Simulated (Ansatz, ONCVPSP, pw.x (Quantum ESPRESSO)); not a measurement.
**What a changed setting does to a pw.x run (fcc W)**

Potential: optimised norm-conserving Vanderbilt (ONCV), ONCVPSP 4.0.1.1 (patched build), PBEsol; core [Kr] 4d10 4f14, reference 5s2 5p6 5d4.5 6s1.5; waves: 5s+6s: rc 1.55 bohr, ncon 3, nbas 7, qcut 6.6 1/bohr, 2 projectors; 5p: rc 1.50 bohr, ncon 3, nbas 6, qcut 7.8 1/bohr, 2 projectors, debl 1.4 Ha; 5d: rc 2.80 bohr, ncon 4, nbas 8, qcut 5.1 1/bohr, 2 projectors, debl 3 Ha; local part: polynomial inside 1.15 bohr (lpopt 4, dvloc0 0 Ha); core correction: none. In the p channel the program set the typed energies aside and used -1.554, 0.250 Ha.

The reference run (k-mesh 14³, cutoffs 65/260 Ry, Fermi–Dirac 0.01 Ry, mixing_beta 0.4, conv_thr 1e-9, no spin) gives -2.42 GPa at 15.995 Å³/atom, where all-electron LAPW gives 0.14 GPa. This run, with its own iteration cap, changes smearing to mp.

```
&control
  calculation='scf', prefix='x', pseudo_dir='./', outdir='./tmp', tstress=.true., disk_io='none'
/
&system
  ibrav=0, nat=1, ntyp=1, ecutwfc=65, ecutrho=260, nbnd=15,
  occupations='smearing', smearing='mp', degauss=0.01
/
&electrons
  conv_thr=1e-09, mixing_beta=0.4, electron_maxstep=60
/
ATOMIC_SPECIES
W 1.0 W.UPF
CELL_PARAMETERS angstrom
  0.00000000 1.99979164 1.99979164
  1.99979164 0.00000000 1.99979164
  1.99979164 1.99979164 0.00000000
ATOMIC_POSITIONS crystal
W 0.0000 0.0000 0.0000
K_POINTS automatic
14 14 14 0 0 0
```

```bash
pw.x < W.scf.in > W.scf.out
```

Q: How does the run end?

A: It converges in 7 iterations; the free energy moves by +35.9 meV/atom and the pressure by -0.40 GPa. This scheme is built to cancel the term in the square of the width that Fermi–Dirac smearing leaves in the F of a metal.

```
Message from routine setup:
     using ibrav=0 with symmetry is DISCOURAGED, use correct ibrav instead
     lattice parameter (alat)  =       5.3444  a.u.
     unit-cell volume          =     107.9396 (a.u.)^3
     number of electrons       =        14.00
     number of Kohn-Sham states=           15
     kinetic-energy cutoff     =      65.0000  Ry
     charge density cutoff     =     260.0000  Ry
     scf convergence threshold =      1.0E-09
     Exchange-correlation= PBESOL
     number of k points=   104  Methfessel-Paxton smearing, width (Ry)=  0.0100
     iteration #  1     ecut=    65.00 Ry     beta= 0.40
     total energy              =    -136.11227824 Ry
     estimated scf accuracy    <       0.06312836 Ry
     iteration #  2     ecut=    65.00 Ry     beta= 0.40
     total energy              =    -136.11137444 Ry
     estimated scf accuracy    <       0.01031964 Ry
     iteration #  3     ecut=    65.00 Ry     beta= 0.40
     total energy              =    -136.11262327 Ry
     estimated scf accuracy    <       0.00039815 Ry
     iteration #  4     ecut=    65.00 Ry     beta= 0.40
     total energy              =    -136.11264839 Ry
     estimated scf accuracy    <       0.00000273 Ry
     iteration #  5     ecut=    65.00 Ry     beta= 0.40
     total energy              =    -136.11264971 Ry
     estimated scf accuracy    <       0.00000024 Ry
     iteration #  6     ecut=    65.00 Ry     beta= 0.40
     total energy              =    -136.11264973 Ry
     estimated scf accuracy    <          1.2E-09 Ry
     iteration #  7     ecut=    65.00 Ry     beta= 0.40
     the Fermi energy is    21.7888 ev
!    total energy              =    -136.11264973 Ry
     estimated scf accuracy    <          7.5E-11 Ry
     smearing contrib. (-TS)   =       0.00003828 Ry
     The total energy is F=E-TS. E is the sum of the following terms:
     one-electron contribution =     -17.83387004 Ry
     hartree contribution      =      15.68388264 Ry
     xc contribution           =     -15.06629227 Ry
     ewald contribution        =    -118.89640834 Ry
     convergence has been achieved in   7 iterations
          total   stress  (Ry/bohr**3)                   (kbar)     P=      -28.18
     Message from routine punch:
     Nothing written, as per user request (disk_io='none')
```

The run took about 32 s on one core of a shared host (Neoverse-N1, 64 threads, 124 GiB, load 59).
